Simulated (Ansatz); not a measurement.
Iridium, fcc: convergence with Fermi-Dirac smearing

Computed with Ansatz, LDA, scalar-relativistic PAW, on the relaxed cell (a = 3.812 Å; spin not included). Errors count from a run at 420 eV on a Γ-centred 23×23×23 mesh with Fermi-Dirac smearing of 0.1 eV, extrapolated to zero width. Fixed here: cutoff 420 eV, mesh 14×14×14. The SCF starts from atomic densities corrected by a trained network.

| width (eV) | E(σ→0) error (meV/atom) | F error (meV/atom) | P (GPa) | SCF iterations |
| --- | --- | --- | --- | --- |
| 0.01 | 14.7 | 14.2 | -0.18 | 6 |
| 0.03 | 14.0 | 11.5 | -0.17 | 6 |
| 0.1 | 10.5 | -6.4 | 0.04 | 6 |
| 0.2 | 9.0 | -54.1 | 0.95 | 6 |
| 0.3 | 8.9 | -133.1 | 2.53 | 6 |
| 0.6 | -7.5 | -549.4 | 9.96 | 6 |
| 1.0 | -84.1 | -1471.1 | 23.93 | 6 |
